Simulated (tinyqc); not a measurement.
Worked calculation: Pariser-Parr-Pople SCF with singles CI, for the molecule O=CC=O (SMILES; centres numbered as the heavy atoms are written). One step of it, computed by the program tinyqc.

Task: Singles CI, triplets. Over the 4 single excitations with the smallest orbital gaps: A = (e_a - e_i) delta - (ij|ab), with (pq|rs) = sum c_mp c_mq gamma_mn c_nr c_ns.

orbital energies (eV): -16.478486  -14.357150  -3.009930  1.215892

coefficients:
```
         MO1        MO2        MO3        MO4
1O  0.522687   0.635182  -0.476234  -0.310715
2C  0.476234   0.310715   0.522687   0.635182
3C  0.476234  -0.310715   0.522687  -0.635182
4O  0.522687  -0.635182  -0.476234   0.310715
```

repulsion gamma_rs (eV):
```
           1O         2C         3C         4O
1O  15.200000   8.102761   5.413077   3.765672
2C   8.102761  11.130000   7.555018   5.413077
3C   5.413077   7.555018  11.130000   8.102761
4O   3.765672   5.413077   8.102761  15.200000
```

Give: triplet CI matrix; triplet excitation energies.

Result:

triplet CI matrix (eV):
```
         2>3      1>3      2>4      1>4
2>3   3.3193   0.0000   0.0000  -2.1855
1>3   0.0000   5.3947  -2.1855   0.0000
2>4   0.0000  -2.1855   7.9879   0.0000
1>4  -2.1855   0.0000   0.0000   9.7030
```

triplet excitation energies (eV): 2.6428  4.1501  9.2324  10.3795
